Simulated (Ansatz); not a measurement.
Two structures of C2H7Si, doublet, reached by relaxing down either side of one saddle point (PBE0-D4/def2-TZVP). Energies are electronic, without zero-point energy. Ansatz 0.2.0; basis: def2-TZVPP and def2-QZVPP; cores frozen in the correlated methods; orbitals are unrestricted. Extrapolation: Hartree–Fock as exp(−7.88 √X), correlation as X^−2.97. First:

```json
{"atom": "H1", "x (Å)": "-2.0867", "y (Å)": "2.0780", "z (Å)": "0.3223"}
{"atom": "Si2", "x (Å)": "1.1014", "y (Å)": "0.7127", "z (Å)": "-0.1300"}
{"atom": "C3", "x (Å)": "0.1223", "y (Å)": "-0.7524", "z (Å)": "0.4630"}
{"atom": "C4", "x (Å)": "-0.9217", "y (Å)": "-1.2448", "z (Å)": "-0.1980"}
{"atom": "H5", "x (Å)": "0.5246", "y (Å)": "1.1941", "z (Å)": "-1.4131"}
{"atom": "H6", "x (Å)": "2.5284", "y (Å)": "0.3444", "z (Å)": "-0.3392"}
{"atom": "H7", "x (Å)": "1.0656", "y (Å)": "1.8145", "z (Å)": "0.8700"}
{"atom": "H8", "x (Å)": "0.4122", "y (Å)": "-1.2345", "z (Å)": "1.3957"}
{"atom": "H9", "x (Å)": "-1.2626", "y (Å)": "-0.8100", "z (Å)": "-1.1336"}
{"atom": "H10", "x (Å)": "-1.4834", "y (Å)": "-2.1020", "z (Å)": "0.1629"}
```

Second:

| atom | x (Å) | y (Å) | z (Å) |
| --- | --- | --- | --- |
| H1 | -1.3537 | 0.7736 | 0.5484 |
| Si2 | 1.0028 | 0.7983 | -0.1435 |
| C3 | -0.5751 | 0.0039 | 0.5464 |
| C4 | -0.9470 | -1.1610 | -0.2735 |
| H5 | 0.7714 | 1.2341 | -1.5458 |
| H6 | 2.1112 | -0.1921 | -0.1253 |
| H7 | 1.4073 | 1.9838 | 0.6655 |
| H8 | -0.3742 | -0.2703 | 1.5871 |
| H9 | -1.5344 | -1.0381 | -1.1741 |
| H10 | -0.5082 | -2.1322 | -0.0853 |

Q: Which bonds change from the first to the second?

A: C₂H₆Si (C=C[SiH3]) + H → C₂H₇Si ([CH2][CH2][SiH3]); bonds formed: H1–C3.

Q: Give the saddle point's structure and its height above each. (An estimate is asked for; the value comes from the calculation.)

A: By the calculation: 0.115 eV above the first and 1.857 eV above the second (CCSD(T) at an estimated basis limit (MP2 extrapolated from triple and quadruple zeta, plus CCSD(T) − MP2 in triple zeta)).
H1  (-1.428, 1.252, 0.896)
Si2  (1.045, 0.796, -0.197)
C3  (-0.167, -0.449, 0.483)
C4  (-0.922, -1.230, -0.299)
H5  (0.677, 1.106, -1.603)
H6  (2.422, 0.229, -0.173)
H7  (1.058, 2.045, 0.608)
H8  (-0.177, -0.638, 1.555)
H9  (-0.944, -1.106, -1.378)
H10  (-1.564, -2.006, 0.108)
(Å)

The search had been set up for a hydrogen abstraction (forming H1–C3, breaking H1–Si2); from that guess it ended on this step instead.

The T1 diagnostic stays at or below 0.032. ⟨S²⟩ of the unrestricted Hartree–Fock references: 0.75 to 0.92 (a pure state has 0.75). The unrestricted reference is spin-contaminated, which hurts MP2 most.

Labels in which every atom is bracketed show which atoms are joined, not bond orders.

For scale, one of the runs: CCSD(T)/def2-TZVPP, 202 basis functions, launched by `ansatz run in.yaml --threads 4 --pin off --events-out ev --progress --plain --max-ram 9574MiB`. Time: 2.4 min of wall clock on 4 CPU threads of an Intel Xeon; the host was shared. Peak host memory: 6.3 GiB.
